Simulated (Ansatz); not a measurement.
`[CH2][SiH3]`, charge 0, multiplicity 2.

Question: Give a relaxed structure at PBE0-D4/def2-TZVP (the Gaussian-basis code of Ansatz). (An estimate is asked.)

Answer: Ansatz gave: 
Cartesian coordinates in Å:
```
C 1.0028 0.1225 0.4589
Si -0.6629 -0.0905 -0.2931
H 1.8801 -0.4011 0.0929
H 1.1913 0.8109 1.2763
H -0.8725 0.8617 -1.4225
H -0.8156 -1.4689 -0.8304
H -1.7232 0.1655 0.7178
```
Point group Cs.
